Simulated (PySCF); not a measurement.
An unknown is described by computed data only.

Elements present: B, C and H. Monoisotopic mass: 29.0568 u (electron mass counted); charge -1.

| Property | Result |
| --- | --- |
| 13C NMR | chemical shifts (computed TMS as zero) by class: 4.3 (1 C) ppm [GIAO KT2/pcSseg-1] |
| 1H NMR | chemical shifts (computed TMS as zero) by class: 0.89 (3 H), -0.48 (3 H) ppm [GIAO KT2/pcSseg-1] |
| NMR, other nuclei | isotropic shieldings of nuclei other than C and H, by class: 137 (1 B) ppm [GIAO KT2/pcSseg-1] |
| Couplings | largest of the computed one-bond spin–spin couplings (means over like bonds): 13C–1H +115.9 (×3), 11B–1H +87.4 (×3), 13C–11B +45.7 Hz [B3LYP/pcJ-1] |
| Rotational structure | rotational constants A, B, C: 68.848, 17.512, 17.512 GHz [PBE0-D3(BJ)/def2-SVP] |

The electronic properties come from PySCF, for the isolated species, density fitting. Levels stand in brackets. Geometry: PBE0-D3(BJ)/def2-SVP; no solvent, vibrations or thermal averaging. The geometry's basis has no diffuse functions, a weakness for an anion. No diffuse functions stand in pcJ-1 and pcSseg-1, which bears on an anion's orbital energies. NMR classes are plain means over equivalent atoms (diastereotopic ones count apart unless rotation or inversion swaps them), as if these changed places fast.

**Question.** Which formula fits the mass and the elements?

**Answer.** CH6B (calculated 29.0568). No other formula that holds each of these elements comes within 0.0003 u with a fitting electron parity and a possible valence count.

**Question.** What is the compound? Reason from the data.

**Answer.** The one carbon: carbon bonded to B and 3 H (4.3 ppm). Hydrogen classes from least to most shielded: 3 H on a boron bonded to C and 3 H (0.89 ppm), 3 H on a carbon bonded to B and 3 H (-0.48 ppm). The other shieldings belong to: 137 ppm, boron bonded to C and 3 H. The couplings run between: +115.9 Hz, carbon bonded to B and 3 H and its hydrogen (with 2 like pairs); +87.4 Hz, boron bonded to C and 3 H and its hydrogen (with 2 like pairs); +45.7 Hz, carbon bonded to B and 3 H and boron bonded to C and 3 H. The optimised geometry has point group C3v and is a prolate symmetric top. Structure: `[H][B-]([H])([H])C` ([BMeH3]-).
